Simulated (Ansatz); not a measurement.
Start from `C=C=CF` and change one atom or group to get `C=C=CN=C`.

Ansatz, PBE0-D4/def2-TZVP geometries, multiplicity 1. Each molecule was computed in one conformer, which needn't be the lowest.

| property | `C=C=CF` |
| --- | --- |
| HOMO–LUMO gap (B3LYP/def2-TZVPP) / eV | 6.38 |
| HOMO energy (ωB97M-V/def2-TZVPP) / eV | -9.73 |
| HOMO energy (PBE/def2-TZVPP) / eV | -6.21 |
| LUMO energy (ωB97M-V/def2-TZVPP) / eV | 1.51 |
| HOMO–LUMO gap (ωB97M-V/def2-TZVPP) / eV | 11.24 |
| HOMO energy (PBE0/def2-TZVPP) / eV | -7.49 |

(1) Give the same properties after the change, and the shifts. (Best estimate.)

## Answers

(1) The calculation gave: 
| property | `C=C=CN=C` | shift |
| --- | --- | --- |
| HOMO–LUMO gap (B3LYP/def2-TZVPP) / eV | 5.63 | -0.75 |
| HOMO energy (ωB97M-V/def2-TZVPP) / eV | -9.24 | 0.49 |
| HOMO energy (PBE/def2-TZVPP) / eV | -6.11 | 0.10 |
| LUMO energy (ωB97M-V/def2-TZVPP) / eV | 1.03 | -0.48 |
| HOMO–LUMO gap (ωB97M-V/def2-TZVPP) / eV | 10.27 | -0.97 |
| HOMO energy (PBE0/def2-TZVPP) / eV | -7.15 | 0.34 |

With PBE0 the HOMO rises by 0.34 eV and the LUMO falls by 0.45 eV, so the gap narrows by about 0.79 eV. PBE moves the HOMO by 0.10 eV and ωB97M-V by 0.49 eV. The zero-point energy changes by 75.5 kJ/mol with +9 modes.

B3LYP here is the variant with VWN-RPA as its local correlation; programs differ in this.
